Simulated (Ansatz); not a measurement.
## HOP⁺, quartet in cc-pVTZ: errors against UCCSDT(Q)

Geometry: that of the HOP, triplet, kept fixed. The doublet lies 4.1 eV lower here.

```xyz
3

O     0.0000   -0.1018    1.0417
P     0.0000    0.0286   -0.5874
H     0.0000    0.7367    1.5146
```

Basis cc-pVTZ; Ansatz 0.2.0. Only valence electrons are correlated (noble-gas cores frozen), which leaves 11 electrons in 72 orbitals. R marks a restricted (for open shells ROHF) determinant, U an unrestricted one. Active spaces: valence = (11e, 9o) chosen from the atoms' valence shells.

Full CI isn't at hand for all of this; UCCSDT(Q) serves as the reference, and is uncertain by about the last step of the cluster series. The frozen core follows each run's orbitals, which can shift R against U totals by a few meV.

HF rows are the lowest solutions found. Coupled cluster chose its determinant by trial CCSD, here up to 0.09 eV above the lowest Hartree–Fock solution of its kind, and MP2 stands on that determinant too.

```
UHF ⟨S²⟩                            : 3.807
⟨S²⟩ of the determinant under UCCSD : 3.776
T1 diagnostic (RCCSD)               : 0.0501
largest doubles amplitude (RCCSD)   : 0.053
T1 diagnostic (UCCSD)               : 0.0291
```

```json
{"level": "RHF", "E − E(UCCSDT(Q)) (mEh)": "342.66", "share of correlation (%)": "0.00", "wall time": "–"}
{"level": "UHF†", "E − E(UCCSDT(Q)) (mEh)": "332.87", "share of correlation (%)": "–", "wall time": "1.7 s"}
{"level": "RMP2", "E − E(UCCSDT(Q)) (mEh)": "32.48", "share of correlation (%)": "90.52", "wall time": "–"}
{"level": "UMP2", "E − E(UCCSDT(Q)) (mEh)": "33.00", "share of correlation (%)": "90.37", "wall time": "–"}
{"level": "RCCSD", "E − E(UCCSDT(Q)) (mEh)": "16.29", "share of correlation (%)": "95.25", "wall time": "–"}
{"level": "UCCSD", "E − E(UCCSDT(Q)) (mEh)": "15.39", "share of correlation (%)": "95.51", "wall time": "–"}
{"level": "RCCSD(T)", "E − E(UCCSDT(Q)) (mEh)": "1.80", "share of correlation (%)": "99.47", "wall time": "13 s"}
{"level": "UCCSD(T)", "E − E(UCCSDT(Q)) (mEh)": "1.80", "share of correlation (%)": "99.47", "wall time": "15 s"}
{"level": "BCCD(T)", "E − E(UCCSDT(Q)) (mEh)": "1.98", "share of correlation (%)": "99.42", "wall time": "8.5 s (H100)"}
{"level": "RCCSDT", "E − E(UCCSDT(Q)) (mEh)": "1.05", "share of correlation (%)": "99.69", "wall time": "–"}
{"level": "UCCSDT", "E − E(UCCSDT(Q)) (mEh)": "0.92", "share of correlation (%)": "99.73", "wall time": "–"}
{"level": "RCCSDT(Q)", "E − E(UCCSDT(Q)) (mEh)": "0.31", "share of correlation (%)": "99.91", "wall time": "18 s (H100)"}
{"level": "CASSCF (valence space)", "E − E(UCCSDT(Q)) (mEh)": "275.99", "share of correlation (%)": "19.46", "wall time": "–"}
{"level": "NEVPT2 (valence space)", "E − E(UCCSDT(Q)) (mEh)": "49.77", "share of correlation (%)": "85.48", "wall time": "5.5 s"}
{"level": "NEVPT4(SD) (valence space)", "E − E(UCCSDT(Q)) (mEh)": "8.30", "share of correlation (%)": "97.58", "wall time": "6.5 s (H100)"}
{"level": "MRCISD (valence space)", "E − E(UCCSDT(Q)) (mEh)": "24.71", "share of correlation (%)": "92.79", "wall time": "–"}
{"level": "MRCISD+Q (valence space)", "E − E(UCCSDT(Q)) (mEh)": "6.63", "share of correlation (%)": "98.06", "wall time": "7 s (H100)"}
```

A dagger marks rows that describe another state than the reference (another or a broken symmetry, a higher spin or other natural occupations), so the difference isn't the method's error.

The correlation energy at UCCSDT(Q), counted from RHF, is -9.324 eV. That run took 24 s on 2 threads of AMD EPYC 7R13 with a shared H100 80 GB, shared host.

Times hold each run's SCF and search for its determinant on a shared host, so for small cases they say little of a method's own cost; rows without a card ran on 1 thread of AMD EPYC 7R13.

Natural occupations of CASSCF (valence space) about the gap: 1.979 1.967 1.006 1.005 1.001 0.031 0.021; effectively unpaired electrons, Σ n²(2−n)², 3.01.
